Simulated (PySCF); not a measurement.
Working out the ionisation energy of N

N [He] 2s2 2p3 (4S) → N⁺ [He] 2s2 2p2 (3P). Computed with PySCF 2.14 in pcseg-2, with the non-relativistic Hamiltonian (point nucleus). Frozen: 1s2. Energies in hartree (1 hartree = 27.21139 eV):

```
            part   N (lower)  N⁺ (upper)
             UHF  -54.398802  -53.888133
CCSD correlation   -0.108731   -0.089677
             (T)   -0.002137   -0.001525
```

What does Hartree-Fock give?

(-53.888133) − (-54.398802) = 0.510669 hartree = 13.896 eV.

What do CCSD and CCSD(T) give?

The CCSD correlation energies differ by 0.019054 hartree = 0.518 eV and the triples by 0.000612 hartree = 0.017 eV, so CCSD gives 14.414 eV and CCSD(T) 14.431 eV.

Measured between the centres of the two terms (NIST): 14.545 eV, so CCSD(T) (valence) is off by -0.114 eV.

What remains against the reference includes basis incompleteness, the frozen core and higher excitations.
